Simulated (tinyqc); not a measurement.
Inside a calculation. Method: extended Hueckel theory, for NH3+. The parameters take no account of the charge, which enters only through the electron count. One step of it, computed by the program tinyqc.

Question. Orbitals. Solve H C = S C e through S^(-1/2); fill by pairs from the bottom, a degenerate level sharing its electrons equally; each orbital has its largest coefficient positive (the first on a tie).

H (eV), order 1N 2s, 1N 2px, 1N 2py, 1N 2pz, 2H 1s, 3H 1s, 4H 1s:
```
[[-26.000000, 0.000000, 0.000000, 0.000000, -17.229944, -17.250045, -17.250045],
 [0.000000, -13.400000, 0.000000, 0.000000, -10.653320, 5.330004, 5.330004],
 [0.000000, 0.000000, -13.400000, 0.000000, 0.000000, -9.232907, 9.232907],
 [0.000000, 0.000000, 0.000000, -13.400000, 0.669205, 0.670305, 0.670305],
 [-17.229944, -10.653320, 0.000000, 0.669205, -13.600000, -3.960359, -3.960359],
 [-17.250045, 5.330004, -9.232907, 0.670305, -3.960359, -13.600000, -3.964949],
 [-17.250045, 5.330004, 9.232907, 0.670305, -3.960359, -3.964949, -13.600000]]
```

overlap S, order 1N 2s, 1N 2px, 1N 2py, 1N 2pz, 2H 1s, 3H 1s, 4H 1s:
```
[[1.000000, 0.000000, 0.000000, 0.000000, 0.497257, 0.497837, 0.497837],
 [0.000000, 1.000000, 0.000000, 0.000000, 0.450934, -0.225609, -0.225609],
 [0.000000, 0.000000, 1.000000, 0.000000, 0.000000, 0.390811, -0.390811],
 [0.000000, 0.000000, 0.000000, 1.000000, -0.028326, -0.028373, -0.028373],
 [0.497257, 0.450934, 0.000000, -0.028326, 1.000000, 0.166402, 0.166402],
 [0.497837, -0.225609, 0.390811, -0.028373, 0.166402, 1.000000, 0.166594],
 [0.497837, -0.225609, -0.390811, -0.028373, 0.166402, 0.166594, 1.000000]]
```

valence electrons = 7

Give: orbital energies; occupations; coefficients; sum of one-electron energies.

Answer.

orbital energies (eV): [-28.0446, -16.7457, -16.7448, -13.4110, 4.6462, 4.6810, 20.3130]

occupations: [2.0000, 2.0000, 2.0000, 1.0000, 0.0000, 0.0000, 0.0000]

coefficients, order 1N 2s, 1N 2px, 1N 2py, 1N 2pz, 2H 1s, 3H 1s, 4H 1s:
```
[[0.7473, 0.0000, 0.0001, 0.0317, 0.0024, 0.0000, 1.3058],
 [0.0000, 0.0000, 0.6180, 0.0000, 1.0933, 0.0000, -0.0031],
 [0.0000, 0.6180, 0.0000, 0.0000, 0.0000, 1.0939, 0.0000],
 [0.0040, 0.0000, 0.0000, 0.9987, -0.0001, 0.0000, -0.0817],
 [0.1548, 0.0000, 0.4443, -0.0126, -1.0332, 0.0000, -0.7338],
 [0.1550, 0.3846, -0.2219, -0.0126, 0.5141, -0.8940, -0.7386],
 [0.1550, -0.3846, -0.2219, -0.0126, 0.5141, 0.8940, -0.7386]]
```

sum of one-electron energies = -136.4811 eV
